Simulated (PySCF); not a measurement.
Molecule: `CN1C=NN=C1`, C$_{3}$H$_{5}$N$_{3}$.

Atoms are numbered as in `[CH3:1][n:2]1[cH:3][n:4][n:5][cH:6]1` (H(Xn): hydrogen on atom n).

Geometry PBE0-D3(BJ)/def2-SVP throughout; GIAO in PySCF 2.14, gas phase, one conformer, non-relativistic; equivalent atoms averaged; basis pcSseg-2.

Question: How do the absolute shieldings σ depend on the functional? (ppm; last column core-seconds on shared hosts with different chips, so compare them loosely)

Answer: 
```csv
functional,kind,C3/C6,C1,N4/N5,N2,H(C3)/H(C6),H(C1),core-s
HF,Hartree–Fock,36.8,161.6,-119.3,97.7,23.60,28.17,16
LDA,LDA,29.0,150.1,-122.4,66.2,22.99,27.14,39
PBE,GGA,33.0,148.2,-113.4,70.0,23.40,27.56,48
BLYP,GGA,28.2,143.7,-121.9,64.9,23.64,27.72,47
BP86,GGA,33.1,147.7,-112.8,69.9,23.46,27.62,48
OPBE,GGA,42.6,152.7,-93.7,80.4,23.36,27.62,43
KT2,GGA,43.8,151.5,-92.7,80.4,23.42,27.51,74
KT3,GGA,43.7,150.0,-91.1,81.0,23.58,27.71,74
B97-D,GGA,35.9,147.3,-105.2,73.6,23.64,27.77,76
B3LYP,global hybrid,29.3,147.9,-123.8,70.0,23.56,27.78,54
PBE0,global hybrid,34.3,152.8,-115.6,76.1,23.36,27.67,54
mPW1PW91,global hybrid,33.4,152.0,-117.4,75.2,23.42,27.73,54
WP04,global hybrid,20.9,138.5,-132.6,61.4,23.86,28.14,31
B97-2,global hybrid,36.3,151.8,-109.3,77.7,23.51,27.79,36
BHandHLYP,global hybrid,31.2,153.4,-125.1,78.9,23.51,27.88,30
CAM-B3LYP,range-separated hybrid,29.1,151.5,-122.2,74.1,23.48,27.76,41
wB97X-D,range-separated hybrid,32.5,152.6,-117.3,75.7,23.48,27.84,40
LC-wPBE,range-separated hybrid,31.7,156.6,-111.4,81.5,23.46,27.86,57
```

Question: Which nucleus moves most, in ppm?

Answer: N4/N5 (pyridine-type nitrogen of an azole): from -132.6 ppm with WP04 to -91.1 ppm with KT3. The smallest spread is 0.88 ppm, at H(C3)/H(C6). Proton shifts span only some 12 ppm, so a few tenths of a ppm matter as much there as several ppm in carbon.
